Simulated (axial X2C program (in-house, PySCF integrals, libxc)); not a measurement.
**Density and ELF of PC⁺**

Calculated with an in-house relativistic program for diatomic molecules. Two-component (2c) means X2C with spin–orbit coupling and atomic mean-field two-electron Coulomb and Gaunt terms. Basis: P dyall-v3z [8s7p2d1f], C dyall-v3z [7s6p2d1f] (cores contracted in-house); Gaussian nuclei, density fitting, unrestricted open shells. Masses: P 30.974 u, C 12.000 u.

PBE0, with spin–orbit coupling, state Ω = 2 (⟨Sz⟩ = 1.00, ⟨Lz⟩ = 1.00 at PBE0); P at z = 0, C at z = 1.622 Å.

The maps cover the half plane through the axis: z from -2.4 to 3.6 Å along the bond, ρ from 0.15 to 2.25 Å away from it.

log10 of the density in e/bohr³:

```
 ρ\z  -2.4  -1.8  -1.2  -0.6   0.0   0.6   1.2   1.8   2.4   3.0   3.6
0.15  -3.7  -2.6  -1.6  -0.8   1.2  -0.7  -0.5   0.0  -1.1  -2.2  -3.4
0.45  -3.8  -2.7  -1.7  -1.0  -0.4  -0.9  -0.7  -0.7  -1.3  -2.4  -3.5
0.75  -4.0  -2.9  -1.9  -1.2  -1.1  -1.1  -1.1  -1.1  -1.7  -2.6  -3.7
1.05  -4.2  -3.1  -2.2  -1.6  -1.4  -1.5  -1.5  -1.6  -2.1  -2.9  -3.9
1.35  -4.4  -3.4  -2.6  -2.1  -1.9  -1.9  -2.0  -2.2  -2.6  -3.3  -4.2
1.65  -4.7  -3.8  -3.0  -2.5  -2.3  -2.4  -2.5  -2.7  -3.1  -3.7  -4.5
1.95  -5.0  -4.2  -3.5  -3.0  -2.9  -2.9  -3.0  -3.2  -3.6  -4.1  -4.9
2.25  -5.3  -4.6  -4.0  -3.6  -3.4  -3.4  -3.5  -3.7  -4.1  -4.6  -5.3
```

Electron localisation function (collinear form, no current term, damped to 0 at low density):

```
 ρ\z  -2.4  -1.8  -1.2  -0.6   0.0   0.6   1.2   1.8   2.4   3.0   3.6
0.15  0.01  0.75  0.96  0.18  0.63  0.17  0.55  0.31  0.94  0.82  0.09
0.45  0.01  0.69  0.95  0.70  0.22  0.51  0.82  0.57  0.93  0.76  0.06
0.75  0.00  0.54  0.92  0.94  0.47  0.68  0.82  0.83  0.87  0.60  0.02
1.05  0.00  0.28  0.84  0.92  0.80  0.63  0.70  0.74  0.71  0.32  0.01
1.35  0.00  0.07  0.62  0.80  0.70  0.48  0.50  0.51  0.41  0.09  0.00
1.65  0.00  0.01  0.26  0.51  0.45  0.30  0.27  0.24  0.13  0.01  0.00
1.95  0.00  0.00  0.04  0.18  0.19  0.14  0.10  0.07  0.02  0.00  0.00
2.25  0.00  0.00  0.00  0.03  0.04  0.03  0.02  0.01  0.00  0.00  0.00
```

Axial spin density in 10⁻³ e/bohr³:

```
 ρ\z  -2.4  -1.8  -1.2  -0.6   0.0   0.6   1.2    1.8   2.4  3.0  3.6
0.15   0.0   0.5   4.6  11.9  27.8  27.0  53.7  138.3  61.2  4.8  0.3
0.45   0.0   0.4   3.2   8.6   0.6  23.2  34.3   96.7  36.2  3.4  0.3
0.75   0.0   0.2   1.7   3.9   2.8  13.4  18.1   33.8  14.8  1.9  0.2
1.05   0.0   0.1   0.7   1.3   1.7   5.7   7.6   10.0   4.9  0.8  0.1
1.35   0.0   0.1   0.2   0.4   0.7   2.1   2.8    2.9   1.5  0.3  0.1
1.65   0.0   0.0   0.1   0.1   0.2   0.7   0.9    0.8   0.5  0.1  0.0
1.95   0.0   0.0   0.0   0.0   0.1   0.2   0.3    0.2   0.1  0.0  0.0
2.25   0.0   0.0   0.0   0.0   0.0   0.1   0.1    0.1   0.0  0.0  0.0
```

The state is one determinant whose occupation by symmetry is held fixed; it was picked as the lowest of a PBE0 search that is not exhaustive. Density functionals use the spin component along the axis (collinear). PBE0 can misorder states that lie within some tenths of an eV, so this need not be the ground state of the molecule. The nearest other 2c determinant of the search, Ω = 1, lies 0.33 eV up at the distance of the search. The functionals have no current-density term, which raises determinants with orbital currents, atoms included. With several unpaired electrons one determinant need not be a pure state. Open-shell Ω = 0 determinants with evenly filled partner blocks cannot be reached by this program, so the Ω shown need not be the lowest component. The determinant is spin-polarised beyond a pure state at some levels (its spin-free form has ⟨S²⟩ too high), which makes Re and μ there less reliable.
